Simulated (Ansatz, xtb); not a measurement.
# Two structures of CH4Si2

Structure a is `C1[Si][SiH2]1`, a singlet and structure b is a singlet given by its coordinates. Both are isolated molecules in the gas phase, relaxed with PBE0-D4/def2-TZVP.

a (Å):

```xyz
7

C     0.8677    0.0487    0.0779
Si   -0.9026   -0.2842    0.5557
Si    0.8824   -1.7805    0.6703
H     1.5373    0.7883    0.5124
H    -1.3627    0.3291    1.8258
H     0.9925    0.0446   -1.0132
H    -1.8970   -0.1914   -0.5393
```

b (Å):

```yaml
atoms:
  - { symbol: C, position_ang: [1.2840, 0.4908, 0.6876] }
  - { symbol: Si, position_ang: [0.5083, -0.3073, -0.8248] }
  - { symbol: Si, position_ang: [-1.2867, -1.5532, -1.0224] }
  - { symbol: H, position_ang: [1.2702, -0.0214, -2.0767] }
  - { symbol: H, position_ang: [2.3032, 0.1236, 0.8288] }
  - { symbol: H, position_ang: [0.7068, 0.2652, 1.5851] }
  - { symbol: H, position_ang: [1.3248, 1.5755, 0.5645] }
```

Close contacts (Å): C1–Si2 1.88, Si2–Si3 2.19, C1–H5 1.09, C1–H6 1.09, C1–H7 1.09, Si2–H4 1.49.

Which of the two would you expect CCSD(T)/def2-TZVP electronic energies to favour?

Structure a; the calculation gives E(b) − E(a) = +0.132 eV.

The same difference at several levels:

| level | geometry | E(b) − E(a) (eV) | departure from the last row (eV) | job, with rough time for the two |
| --- | --- | --- | --- | --- |
| PBE0-D4/def2-TZVP | PBE0-D4/def2-TZVP | +0.237 | +0.105 | optimisation, 38 s |
| HF/def2-TZVP | PBE0-D4/def2-TZVP | +0.130 | −0.002 | part of the CCSD(T) run |
| MP2/def2-TZVP | PBE0-D4/def2-TZVP | +0.257 | +0.125 | part of the CCSD(T) run |
| CCSD(T)/def2-TZVP | PBE0-D4/def2-TZVP | +0.132 |  | single point, 14 s |

The levels shown agree on the order. The largest departure from CCSD(T)/def2-TZVP is that of MP2/def2-TZVP, 0.125 eV. Levels run at GFN2-xTB geometries aren't shown.

With harmonic frequencies from PBE0-D4/def2-TZVP (ideal gas, rigid rotor, one conformer each, 298.15 K, 1 atm): the zero-point term adds +0.114 eV; ΔH is +0.253 and ΔG +0.217 eV.

The correlated steps freeze 11 core orbitals. Mirror images aren't counted in ΔG. Codes used: Ansatz 0.2.0; the last row on 2 threads of Arm Neoverse V1 on a shared host.
